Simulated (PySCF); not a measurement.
Compound: 1,2-dimethylhydrazine, C₂H₈N₂.
Bonds: C1–N2, N2–N3, N3–C4. Hydrogens: H5, H6, H7 on C1; H8 on N2; H9 on N3; H10, H11, H12 on C4.

The same species was optimised twice, with GFN2-xTB and with PBE0-D3(BJ)/def2-SVP (PySCF), and the same property calculations (PySCF, gas phase) were run on both structures.

```
     coordinate  GFN2-xTB  PBE0-D3(BJ)/def2-SVP  change
      N2–N3 (Å)     1.416                 1.393  -0.023
      C1–H6 (Å)     1.088                 1.102  +0.014
     C4–H11 (Å)     1.088                 1.101  +0.013
     C4–H10 (Å)     1.088                 1.100  +0.012
     C4–H12 (Å)     1.101                 1.112  +0.011
      C1–H7 (Å)     1.101                 1.113  +0.012
      C1–H5 (Å)     1.088                 1.100  +0.012
      C1–N2 (Å)     1.445                 1.439  -0.006
      N3–C4 (Å)     1.445                 1.439  -0.006
      N3–H9 (Å)     1.026                 1.024  -0.002
      N2–H8 (Å)     1.026                 1.024  -0.002
   C1–N2–N3 (°)     110.8                 112.3    +1.5
   N2–C1–H5 (°)     107.9                 109.4    +1.5
   N2–N3–C4 (°)     111.0                 112.4    +1.4
  N3–C4–H10 (°)     108.0                 109.3    +1.3
   H6–C1–H7 (°)     109.1                 107.8    -1.3
 H11–C4–H12 (°)     109.1                 107.8    -1.3
 H10–C4–H12 (°)     108.5                 107.3    -1.2
   H5–C1–H7 (°)     108.5                 107.4    -1.1
C1–N2–N3–C4 (°)       165                   157      -8
```

Rotational constants: A = 28271, B = 4204, C = 3973 MHz (GFN2-xTB) against A = 27912, B = 4197, C = 4010 MHz (PBE0-D3(BJ)/def2-SVP). Point groups within 0.08 Å: C2 and C2. Atoms that the bonding makes alike are paired by their places after alignment.

On the GFN2-xTB structure: lowest singlet, TDDFT (eV) 5.73 [CAM-B3LYP/def2-SVPD]; lowest triplet, Tamm–Dancoff (eV) 5.44 [CAM-B3LYP/def2-SVPD]; isotropic polarisability (au) 46.4 [CAM-B3LYP/def2-SVPD]; HOMO (eV) -7.67 [CAM-B3LYP/def2-SVPD]; LUMO (eV) 1.38 [CAM-B3LYP/def2-SVPD]; dipole (D) 1.75 [CAM-B3LYP/def2-SVPD]; HOMO (eV) -6.14 [PBE0/pcSseg-1]; LUMO (eV) 1.38 [PBE0/pcSseg-1]; dipole (D) 1.80 [PBE0/pcSseg-1]; GIAO shielding of C1/C4 (mean) (ppm) 145.0 [PBE0/pcSseg-1]; GIAO shielding of N2/N3 (mean) (ppm) 164.9 [PBE0/pcSseg-1].

Q: What do these properties become on the PBE0-D3(BJ)/def2-SVP structure?

A: 
```json
{"property": "lowest singlet, TDDFT (eV)", "level": "CAM-B3LYP/def2-SVPD", "on GFN2-xTB": "5.73", "on PBE0-D3(BJ)/def2-SVP": "5.77", "change": "+0.04"}
{"property": "lowest triplet, Tamm–Dancoff (eV)", "level": "CAM-B3LYP/def2-SVPD", "on GFN2-xTB": "5.44", "on PBE0-D3(BJ)/def2-SVP": "5.49", "change": "+0.05"}
{"property": "isotropic polarisability (au)", "level": "CAM-B3LYP/def2-SVPD", "on GFN2-xTB": "46.4", "on PBE0-D3(BJ)/def2-SVP": "46.9", "change": "+0.5"}
{"property": "HOMO (eV)", "level": "CAM-B3LYP/def2-SVPD", "on GFN2-xTB": "-7.67", "on PBE0-D3(BJ)/def2-SVP": "-7.71", "change": "-0.04"}
{"property": "LUMO (eV)", "level": "CAM-B3LYP/def2-SVPD", "on GFN2-xTB": "1.38", "on PBE0-D3(BJ)/def2-SVP": "1.39", "change": "+0.01"}
{"property": "dipole (D)", "level": "CAM-B3LYP/def2-SVPD", "on GFN2-xTB": "1.75", "on PBE0-D3(BJ)/def2-SVP": "1.65", "change": "-0.10"}
{"property": "energy, GFN2-xTB geometry as zero (kcal/mol)", "level": "CAM-B3LYP/def2-SVPD", "on GFN2-xTB": "0.0", "on PBE0-D3(BJ)/def2-SVP": "-0.4", "change": "-0.4"}
{"property": "HOMO (eV)", "level": "PBE0/pcSseg-1", "on GFN2-xTB": "-6.14", "on PBE0-D3(BJ)/def2-SVP": "-6.18", "change": "-0.04"}
{"property": "LUMO (eV)", "level": "PBE0/pcSseg-1", "on GFN2-xTB": "1.38", "on PBE0-D3(BJ)/def2-SVP": "1.39", "change": "+0.01"}
{"property": "dipole (D)", "level": "PBE0/pcSseg-1", "on GFN2-xTB": "1.80", "on PBE0-D3(BJ)/def2-SVP": "1.70", "change": "-0.10"}
{"property": "energy, GFN2-xTB geometry as zero (kcal/mol)", "level": "PBE0/pcSseg-1", "on GFN2-xTB": "0.0", "on PBE0-D3(BJ)/def2-SVP": "-0.2", "change": "-0.2"}
{"property": "GIAO shielding of C1/C4 (mean) (ppm)", "level": "PBE0/pcSseg-1", "on GFN2-xTB": "145.0", "on PBE0-D3(BJ)/def2-SVP": "143.7", "change": "-1.3"}
{"property": "GIAO shielding of N2/N3 (mean) (ppm)", "level": "PBE0/pcSseg-1", "on GFN2-xTB": "164.9", "on PBE0-D3(BJ)/def2-SVP": "172.6", "change": "+7.7"}
```

The heavy atoms differ by 0.045 Å rms after alignment. Among all bonds N2–N3 changes most (-0.023 Å). Changes are differences of the printed values. Neither structure is proved a minimum here.

Shape of the structure used: `[CH3:1][NH:2][NH:3][CH3:4]`: C1–N2–N3–C4 157°.
